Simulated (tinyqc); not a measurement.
Coupled-perturbed Hartree-Fock on RHF in the sto-3g basis, for HF, spin multiplicity 1, step by step. One step of it, computed by the program tinyqc.

Task: Coupled step 1. U_ai = -(mu_ai + sum_bj [4 (ai|bj) - (ab|ij) - (aj|bi)] U_bj) / (e_a - e_i); alpha = -4 sum U_ai mu_ai.

uncoupled U, order a6:
$$\begin{pmatrix}
0.001664 & -0.036078 & -0.837211 & 0.000000 & 0.000000
\end{pmatrix}$$

dipole integrals <a|z|i> (bohr), order a6:
$$\begin{pmatrix}
-0.044052 & 0.073338 & 0.959470 & 0.000000 & 0.000000
\end{pmatrix}$$

orbital energies (hartree): MO1 -25.904750, MO2 -1.456253, MO3 -0.569525, MO4 -0.462845, MO5 -0.462845, MO6 0.576505

Two-electron integrals over orbitals (pq|rs), unique and non-zero (hartree):
```
(11|11) 5.362711    (21|11) -0.506816   (21|21) 0.075734    (22|11) 1.203646
(22|21) -0.020149   (22|22) 0.857566    (31|11) 0.154448    (31|21) -0.021316
(31|22) 0.012471    (31|31) 0.022393    (32|11) -0.143750   (32|21) 0.008257
(32|22) -0.023807   (32|31) 0.020925    (32|32) 0.155830    (33|11) 0.989764
(33|21) -0.010728   (33|22) 0.748511    (33|31) -0.005053   (33|32) -0.044511
(33|33) 0.755949    (41|41) 0.029595    (42|41) 0.039189    (42|42) 0.181848
(43|41) -0.010982   (43|42) -0.041340   (43|43) 0.046471    (44|11) 1.264009
(44|21) -0.014511   (44|22) 0.880115    (44|31) 0.004494    (44|32) -0.077200
(44|33) 0.746304    (44|44) 0.997514    (51|51) 0.029595    (52|51) 0.039189
(52|52) 0.181848    (53|51) -0.010982   (53|52) -0.041340   (53|53) 0.046471
(54|54) 0.053770    (55|11) 1.264009    (55|21) -0.014511   (55|22) 0.880115
(55|31) 0.004494    (55|32) -0.077200   (55|33) 0.746304    (55|44) 0.889973
(55|55) 0.997514    (61|11) 0.160379    (61|21) -0.025975   (61|22) 0.000611
(61|31) -0.008967   (61|32) -0.024953   (61|33) 0.011641    (61|44) 0.004419
(61|55) 0.004419    (61|61) 0.025100    (62|11) -0.234639   (62|21) 0.005243
(62|22) -0.124858   (62|31) -0.020205   (62|32) -0.049647   (62|33) -0.035460
(62|44) -0.122935   (62|55) -0.122935   (62|61) 0.016129    (62|62) 0.096120
(63|11) -0.364013   (63|21) 0.006342    (63|22) -0.173612   (63|31) 0.002159
(63|32) 0.094239    (63|33) -0.120505   (63|44) -0.201817   (63|55) -0.201817
(63|61) -0.006310   (63|62) 0.055059    (63|63) 0.182728    (64|41) -0.010318
(64|42) -0.040939   (64|43) -0.015573   (64|64) 0.031263    (65|51) -0.010318
(65|52) -0.040939   (65|53) -0.015573   (65|65) 0.031263    (66|11) 0.882471
(66|21) -0.009021   (66|22) 0.677478    (66|31) 0.015288    (66|32) 0.068305
(66|33) 0.668593    (66|44) 0.648931    (66|55) 0.648931    (66|61) -0.009512
(66|62) -0.065842   (66|63) -0.015653   (66|66) 0.710774
```

Give: U after step 1; polarisability.

Result:

U after step 1, order a6:
$$\begin{pmatrix}
0.001 & -0.003 & -0.922 & 0.000 & 0.000
\end{pmatrix}$$

polarisability = 3.540 bohr^3
